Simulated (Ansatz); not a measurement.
Trigonal Se was calculated with LDA in Ansatz (plane waves, PAW).

Numerical settings: plane-wave cutoff 520 eV, 12×12×8 k mesh (along the axes of the cell as run), Fermi–Dirac smearing 0.01 eV, scalar-relativistic PAW data made under PBE.

Cell (measured lattice):

Space group P3₁21 (No. 152); a = b = 4.366 Å, c = 4.954 Å, α = β = 90.00°, γ = 120.00°

```json
[
 {"atom": "Se", "site": "3a", "symmetry": ".2.", "x": "0.7750", "y": "0.7750", "z": "0.0000"}
]
```

Question: Estimate the band gap, smallest direct gap on the k points sampled and Γ–Γ gap that the calculation returns.

Answer: 
* **band gap**: 0.92 eV (indirect)
* **smallest direct gap on the k points sampled**: 1.14 eV
* **Γ–Γ gap**: 2.20 eV

Note: cell and atoms aren't relaxed at this level (largest force component 0.24 eV/Å, pressure -1.2 GPa).

Spin–orbit coupling is not included.

Ansatz is a quantum-chemistry and plane-wave program.
